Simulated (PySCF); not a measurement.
H₃N, charge +1, multiplicity 2. Atoms are numbered in the order given.

```xyz
4

N      0.0000     0.0000     0.0000
H      1.0265     0.0000     0.0000
H     -0.5133    -0.8890     0.0000
H     -0.5133     0.8890     0.0000
```
Charge +1, spin multiplicity 2.

Geometry optimised at TPSSh-D3(BJ)/def2-TZVPD. The spin state was assumed, not searched.

These are TDA-M06-2X/def2-TZVPD run with PySCF values and carry that method's errors.

Vertical excitations; the highest root listed may be one member of a degenerate set. 

```json
[
 {"state": "root 1", "energy (eV)": "6.55", "λ (nm)": "189", "f": "0.000", "main pairs": "β HOMO−1→LUMO (degenerate set)"},
 {"state": "root 2", "energy (eV)": "6.55", "λ (nm)": "189", "f": "0.000", "main pairs": "β HOMO→LUMO (degenerate set)"},
 {"state": "root 3", "energy (eV)": "11.04", "λ (nm)": "112", "f": "0.014", "main pairs": "α HOMO→LUMO 91 %"},
 {"state": "root 4", "energy (eV)": "13.02", "λ (nm)": "95", "f": "0.000", "main pairs": "α HOMO→LUMO+1 (degenerate set)"},
 {"state": "root 5", "energy (eV)": "13.03", "λ (nm)": "95", "f": "0.000", "main pairs": "α HOMO→LUMO+2 (degenerate set)"},
 {"state": "root 6", "energy (eV)": "14.91", "λ (nm)": "83", "f": "0.006", "main pairs": "α HOMO−1→LUMO, β HOMO→LUMO+1 (degenerate set)"},
 {"state": "root 7", "energy (eV)": "14.91", "λ (nm)": "83", "f": "0.006", "main pairs": "α HOMO−2→LUMO, β HOMO−1→LUMO+1 (degenerate set)"},
 {"state": "root 8", "energy (eV)": "15.37", "λ (nm)": "81", "f": "0.000", "main pairs": "α HOMO→LUMO+3 (degenerate set)"},
 {"state": "root 9", "energy (eV)": "15.37", "λ (nm)": "81", "f": "0.000", "main pairs": "α HOMO→LUMO+4 (degenerate set)"},
 {"state": "root 10", "energy (eV)": "15.55", "λ (nm)": "80", "f": "0.013", "main pairs": "α HOMO→LUMO+6 58 %, β HOMO−2→LUMO 31 %"}
]
```
Unrestricted roots are not spin-pure.
